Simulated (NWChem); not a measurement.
**One shape, several levels: [BF2]+ (SMILES F[B+]F)**

Aim: a comparison of 5 runs (HF/STO-3G, HF/3-21G, PBE0/def2-SVP, wB97X/6-311+G**, BP86/pcseg-2) of [BF2]+. 

The calculation is run with NWChem 7.3.0.

### 1 The system as given

[BF2]+: 3 atoms, total charge +1, spin state singlet. As SMILES, `F[B+]F`. The coordinates come from a GFN2-xTB relaxation.

Bond lengths: F1–B2 1.219 Å, B2–F3 1.219 Å. Angles: F1–B2–F3 179.9°.

### 2 Energy and forces at HF/STO-3G (run 1)

run.py reads:

```python
from ase import Atoms
from ase.calculators.nwchem import NWChem

mol = Atoms('FBF', positions=[
    [0.327370, 1.133870, 0.305680],
    [0.000740, -0.000320, 0.000370],
    [-0.328120, -1.133550, -0.306050],
])

calc = NWChem(
    label='input',
    theory='scf',
    memory='2200 mb',
    basis='STO-3G',
    basispar='spherical bse',
    charge=1,
    scf={'nopen': '0', 'rhf': None, 'thresh': '1e-08', 'maxiter': '80', 'print': 'low'},
)
mol.calc = calc

forces = mol.get_forces()
print("Total energy (eV):", round(mol.get_potential_energy(), 6))
print("forces (eV/A):")
for s, f in zip(mol.symbols, forces):
    print(f"{s:2s} {f[0]:10.5f} {f[1]:10.5f} {f[2]:10.5f}")
```

On the command line:

```sh
$ export ASE_NWCHEM_COMMAND="nwchem PREFIX.nwi > PREFIX.nwo"
$ python run.py
```

Output:

```text
Total energy (eV): -5993.91018
forces (eV/A):
F     0.52060    1.79530    0.48522
B    -0.00247    0.00231   -0.00108
F    -0.51813   -1.79766   -0.48414
```

The calculator wrote input.nwi:

```
title "input"

permanent_dir input

scratch_dir input

start input

geometry units angstrom nocenter noautosym noautoz
  F  3.2736999999999999e-01 1.1338699999999999e+00 3.0568000000000001e-01
  B  7.3999999999999999e-04 -3.2000000000000003e-04 3.6999999999999999e-04
  F  -3.2812000000000002e-01 -1.1335500000000001e+00 -3.0604999999999999e-01
end

charge 1

memory 2200 mb

basis spherical bse noprint
   * library STO-3G
end

scf
  nopen 0
  rhf
  thresh 1e-08
  maxiter 80
  print low
end

task scf gradient
```

input.nwo:

```text
Northwest Computational Chemistry Package (NWChem) 7.3.0
             --------------------------------------------------------

           Job information
           ---------------

    nwchem branch   = 7.3.0
    use scalapack   = T
    input           = input.nwi
    prefix          = input.
    data base       = input/input.db
    status          = startup
    nproc           =        1

           Memory information
           ------------------

[... 5 lines left out ...]
    hardfail = no
[... 91 lines left out ...]
       Final RHF  results
[... 3 lines left out ...]
      One-electron energy =   -411.717016713422
[... 1 line left out ...]
 Nuclear repulsion energy =     56.645165858149
[... 1 line left out ...]
        Time for solution =      0.1s

                              NWChem Gradients Module
                              -----------------------

                         RHF ENERGY GRADIENTS

    atom               coordinates                        gradient
                 x          y          z           x          y          z
   1 F       0.618640   2.142704   0.577651   -0.010124  -0.034913  -0.009436
   2 B       0.001398  -0.000605   0.000699    0.000048  -0.000045   0.000021
   3 F      -0.620057  -2.142099  -0.578351    0.010076   0.034959   0.009415

 Task  times  cpu:        0.1s     wall:        0.1s
 Total times  cpu:        0.1s     wall:        0.1s
```

Run time: 1.1 s. Hardware: 1 thread of Intel Xeon 6975P-C (Granite Rapids), shared host; peak memory 0.096 GiB.

### 3 Energy and gradient at HF/3-21G (run 2)

job.xyz reads:

```xyz
3
BF2 gradient
F      0.327370     1.133870     0.305680
B      0.000740    -0.000320     0.000370
F     -0.328120    -1.133550    -0.306050
```

run.py reads:

```python
from ase.io import read
from ase.calculators.nwchem import NWChem

molecule = read('job.xyz')

calc = NWChem(
    label='job',
    theory='scf',
    memory='2200 mb',
    basis='3-21G',
    basispar='spherical bse',
    charge=1,
    scf={'nopen': '0', 'rhf': None, 'thresh': '1e-08', 'maxiter': '80', 'print': 'low'},
)
molecule.calc = calc

forces = molecule.get_forces()
print("Total energy (eV):", round(molecule.get_potential_energy(), 6))
print("forces (eV/A):")
for s, f in zip(molecule.symbols, forces):
    print(f"{s:2s} {f[0]:10.5f} {f[1]:10.5f} {f[2]:10.5f}")
```

On the command line:

```sh
$ export ASE_NWCHEM_COMMAND="nwchem PREFIX.nwi > PREFIX.nwo"
$ python run.py
```

Output:

```text
Total energy (eV): -6043.170822
forces (eV/A):
F     0.77339    2.67240    0.72145
B    -0.00108    0.00185   -0.00036
F    -0.77231   -2.67426   -0.72104
```

The calculator wrote job.nwi:

```
title "job"

permanent_dir job

scratch_dir job

start job

geometry units angstrom nocenter noautosym noautoz
  F  3.2736999999999999e-01 1.1338699999999999e+00 3.0568000000000001e-01
  B  7.3999999999999999e-04 -3.2000000000000003e-04 3.6999999999999999e-04
  F  -3.2812000000000002e-01 -1.1335500000000001e+00 -3.0604999999999999e-01
end

charge 1

memory 2200 mb

basis spherical bse noprint
   * library 3-21G
end

scf
  nopen 0
  rhf
  thresh 1e-08
  maxiter 80
  print low
end

task scf gradient
```

job.nwo:

```text
Northwest Computational Chemistry Package (NWChem) 7.3.0
             --------------------------------------------------------

           Job information
           ---------------

    nwchem branch   = 7.3.0
    use scalapack   = T
    input           = job.nwi
    prefix          = job.
    data base       = job/job.db
    status          = startup
    nproc           =        1

           Memory information
           ------------------

[... 5 lines left out ...]
    hardfail = no
[... 91 lines left out ...]
       Final RHF  results
[... 3 lines left out ...]
      One-electron energy =   -413.262240068727
[... 1 line left out ...]
 Nuclear repulsion energy =     56.645165858149
[... 1 line left out ...]
        Time for solution =      0.1s

                              NWChem Gradients Module
                              -----------------------

                         RHF ENERGY GRADIENTS

    atom               coordinates                        gradient
                 x          y          z           x          y          z
   1 F       0.618640   2.142704   0.577651   -0.015040  -0.051970  -0.014030
   2 B       0.001398  -0.000605   0.000699    0.000021  -0.000036   0.000007
   3 F      -0.620057  -2.142099  -0.578351    0.015019   0.052006   0.014022

 Task  times  cpu:        0.1s     wall:        0.1s
 Total times  cpu:        0.2s     wall:        0.2s
```

It took 1.1 s on 1 thread of Intel Xeon 6975P-C (Granite Rapids), shared host; peak memory 0.097 GiB.

Run 3 isn't shown in full; the table further down has it.

### 4 Energy and forces at wB97X/6-311+G(d,p) (run 4)

input.nw reads:

```
start input
title "BF2 gradient"
memory 2200 mb
charge 1

geometry units angstroms noautosym nocenter noautoz
  F        0.327370       1.133870       0.305680
  B        0.000740      -0.000320       0.000370
  F       -0.328120      -1.133550      -0.306050
end

basis spherical bse
  F library 6-311+G**
  B library 6-311+G**
end

dft
  xc wb97x
  grid xfine
  convergence energy 1e-08
  maxiter 100
  mulliken
  print medium
end

task dft gradient
```

On the command line:

```sh
$ nwchem input.nw > input.out
```

Output:

```text
[...]
          Wavefunction type:  closed shell.
          No. of atoms     :     3
          No. of electrons :    22
[...]
          Charge           :     1
          Spin multiplicity:     1
[...]
          AO basis - number of functions:    66
[...]
              XC Information
              --------------
                       wb97x  Method XC Functional
                     Hartree-Fock (Exact) Exchange  1.000
                         wb97x Exchange Functional  1.000
                      wb97x Correlation Functional  1.000
[...]
 d= 0,ls=0.0,diis     1   -224.0011759218 -2.81D+02  2.39D-02  3.23D+00     1.4
[...]
 d= 0,ls=0.0,diis     8   -224.2630220653 -2.66D-10  3.20D-07  2.78D-09    10.6
         Total DFT energy =     -224.263022065307
      One electron energy =     -415.411661147624
           Coulomb energy =      159.190395347181
    Exchange-Corr. energy =      -24.686922123012
 Nuclear repulsion energy =       56.645165858149
[...]
  wavefunction    = closed shell
[...]
                         DFT ENERGY GRADIENTS
    atom               coordinates                        gradient
                 x          y          z           x          y          z
   1 F       0.618640   2.142704   0.577651   -0.003824  -0.012965  -0.003539
   2 B       0.001398  -0.000605   0.000699    0.000129  -0.000075   0.000062
   3 F      -0.620057  -2.142099  -0.578351    0.003695   0.013040   0.003477
[...]
```

Wall time 16 s (1 thread of Intel Xeon 6975P-C (Granite Rapids), shared host); peak memory 0.11 GiB.

### 5 Energy and gradient at BP86/pcseg-2 (run 5)

m1.nw reads:

```
start m1
title "BF2"
memory stack 880 mb heap 220 mb global 1100 mb
charge 1
geometry noautosym nocenter noautoz
  F     0.327370    1.133870    0.305680
  B     0.000740   -0.000320    0.000370
  F    -0.328120   -1.133550   -0.306050
end
basis spherical bse
  * library pcseg-2
end
dft
  xc becke88 perdew86
  grid fine
  convergence energy 1e-08
  maxiter 100
  mulliken
  print medium
end
task dft gradient
```

On the command line:

```sh
$ nwchem m1.nw > m1.out
```

Output:

```text
[...]
          Wavefunction type:  closed shell.
          No. of atoms     :     3
          No. of electrons :    22
[...]
          Charge           :     1
          Spin multiplicity:     1
[...]
          AO basis - number of functions:    90
[...]
              XC Information
              --------------
                    Becke 1988 Exchange Functional  1.000
                Perdew 1981 Correlation Functional  1.000 local
                Perdew 1986 Correlation Functional  1.000 non-local
[...]
 d= 0,ls=0.0,diis     1   -224.0624358932 -2.81D+02  2.04D-02  3.52D+00     0.7
[...]
 d= 0,ls=0.0,diis    10   -224.3410009275 -2.98D-11  1.52D-08  1.07D-11     5.7
         Total DFT energy =     -224.341000927512
      One electron energy =     -415.533774350844
           Coulomb energy =      159.250905649745
    Exchange-Corr. energy =      -24.703298084562
 Nuclear repulsion energy =       56.645165858149
[...]
  wavefunction    = closed shell
                         DFT ENERGY GRADIENTS
    atom               coordinates                        gradient
                 x          y          z           x          y          z
   1 F       0.618640   2.142704   0.577651   -0.006543  -0.022447  -0.006085
   2 B       0.001398  -0.000605   0.000699    0.000090  -0.000060   0.000043
   3 F      -0.620057  -2.142099  -0.578351    0.006453   0.022507   0.006043
[...]
```

Wall time 8.7 s (1 thread of Intel Xeon 6975P-C (Granite Rapids), shared host); peak memory 0.12 GiB.

### 6 Overview of the runs

| run | level | iteration cap | module | energy (Eh) | largest force (eV/Å) | wall time |
| --- | --- | --- | --- | --- | --- | --- |
| 1 | HF/STO-3G | 80 | scf | -220.272138 | 1.932 | 1.1 s |
| 2 | HF/3-21G | 80 | scf | -222.082433 | 2.875 | 1.1 s |
| 3 | PBE0/def2-SVP | 100 | dft | -223.851401 | 0.581 | 3.3 s |
| 4 | wB97X/6-311+G** | 100 | dft | -224.263022 | 0.720 | 16 s |
| 5 | BP86/pcseg-2 | 100 | dft | -224.341001 | 1.243 | 8.7 s |

### 7 Results

| quantity | value |
| --- | --- |
| run 5: total energy | -224.34100 Eh |
| run 5: HOMO energy | -20.72 eV |
| run 5: LUMO energy | -9.40 eV |
| run 5: HOMO–LUMO gap | 11.32 eV |
| run 5: largest force on an atom | 1.243 eV/Å |

What this shows: Totals of different functionals can't be ranked against each other. In run 1 the basis is minimal, so the values are rough. All runs together took 30 s, the longest 16 s.
